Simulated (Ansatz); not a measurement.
Input file:

```yaml
crystal:
  periodic: [false, false, false]
  atoms:
    - {symbol: B, position_ang: [0.084376, 0.005225, 0.058694]}
    - {symbol: Si, position_ang: [-0.080498, 0.013599, -1.810651]}
    - {symbol: Cl, position_ang: [-0.003878, -0.018825, 1.751957]}
basis:
  gaussian: {orbitals: cc-pVDZ}
magnetization: {spin_polarized: false, initial_magnetization: 2}
correlation: {method: mp2, electrons: outside_noble_gas}
accuracy: high
output: {forces: true}
```

```sh
$ ansatz run in.yaml --threads 1 --pin off --events-out ev --progress --plain --max-ram 2393MiB
```

Question: Roughly how long does this take on 1 thread of Arm Neoverse V1, shared host, and how much host memory?

Answer: 2.9 s wall and 0.13 GiB.

```
996 factors; integrals over basis functions are off by at most 3.7e-9 eV
mean field evaluation 1: about -21035.3738 eV, gradient 1.0e1 eV
mean field evaluation 2: about -21035.4098 eV, gradient 1.1e1 eV
mean field evaluation 4: about -21036.1102 eV, gradient 2.1e0 eV
mean field evaluation 8: about -21036.1439 eV, gradient 2.5e-1 eV
mean field evaluation 16: about -21036.1451 eV, gradient 1.9e-7 eV
mean field -21036.14510295 eV, -773.0640737220 hartree, gradient 1.9e-8 eV, S^2 2.000000; 0 other end points of the search recorded, 0 dependent functions left out
mean field evaluation 32: about -21036.2612 eV, gradient 1.9e-4 eV
11 core orbitals not correlated: weight in the atoms' cores, before any rotation towards them, 1.000 or more for the frozen orbitals, at most 0.000 for the correlated occupied ones
reference -21036.14510295 eV, -773.0640737220 hartree; 8, 6 occupied and 31, 33 virtual orbitals, 996 factors
second order -7.19129846 eV of doubles, -0.05481042 eV of singles
the calculation of the forces begins
Total energy: -21043.39121183 eV, -773.3303633118 hartree
Atom 0 at     0.084376     0.005225     0.058694 Å, force    -0.154345    -0.013392     0.254611 eV/Å
Atom 1 at    -0.080498     0.013599    -1.810651 Å, force     0.052233     0.010917    -0.688991 eV/Å
Atom 2 at    -0.003878    -0.018825     1.751957 Å, force     0.102112     0.002475     0.434380 eV/Å
Dipole moment:     0.012572    -0.002046     0.275386 e Å
```

Forces (eV/Å):
```
B   -0.154 -0.013  0.255
Si   0.052  0.011 -0.689
Cl   0.102  0.002  0.434
```
